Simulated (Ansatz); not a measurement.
This Ansatz (an electronic-structure program) input (wB97M-V/aug-pcseg-3) gives -152.61871 Eh with 353 basis functions. A basis named .json is the Basis Set Exchange file of that set (core-valence sets with the plain set on hydrogen).

Ansatz 0.2 input:
```yaml
crystal:
  periodic: [false, false, false]
  atoms:
    - {symbol: C, position_ang: [0.00913574, 0.00173503, -1.20562697]}
    - {symbol: C, position_ang: [-0.00077797, -0.00014775, 0.10266711]}
    - {symbol: H, position_ang: [0.02818759, 0.94008178, -1.73766571]}
    - {symbol: H, position_ang: [-0.00183081, -0.93507619, -1.74059173]}
    - {symbol: O, position_ang: [-0.00956292, -0.00181616, 1.26200208]}
basis:
  gaussian:
    orbitals: aug-pcseg-3
hamiltonian:
  xc: {name: wB97M-V}
magnetization: {spin_polarized: false}
```

Change:
```diff
- orbitals: aug-pcseg-3
+ orbitals: jun-cc-pV_T+d_Z.json
```

Task: What does the run give now?

Result: -152.60685 Eh (wB97M-V/jun-cc-pV(T+d)Z, 145 functions), a change of +11.86 mEh.
